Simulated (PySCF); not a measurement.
**Vibration and rotation of HCl**

RHF-CCSD(T) constants of HCl, ¹Σ⁺ (singlet), closed shell (PySCF, spin-free X2C with a Gaussian nucleus, basis sets H jorge-DZP-DKH, Cl jorge-DZP-DKH; masses 1.0078 and 34.9689 u):

- ωe: 2985.2 cm⁻¹
- ωexe: 55.1 cm⁻¹
- Be: 10.348 cm⁻¹
- αe: 0.297 cm⁻¹
- De to H + Cl: 4.23 eV

(1) What force constant and bond length do these constants imply?

(2) Estimate the centrifugal constant D from the Kratzer relation and find the Dunham coefficient a1.

Correlated steps freeze 5 core orbitals. Correlated levels converge slowly with the basis: in double zeta they bind strong bonds too weakly, by up to about 1 eV, and carry superposition errors of some tenths. Where the molecule has an RHF reference, its open-shell atoms are computed with UHF.

## Answers

(1) Reduced mass μred = 0.97959 u; k = 5.8918×10⁻⁷·μred·ωe² (u, cm⁻¹, mdyn/Å) = 5.14 mdyn/Å; Re = √(16.8576/(μred·Be)) (u, cm⁻¹, Å) = 1.290 Å.

(2) D = 4Be³/ωe² = 0.000497 cm⁻¹; a1 = −1 − αeωe/(6Be²) = -2.38.
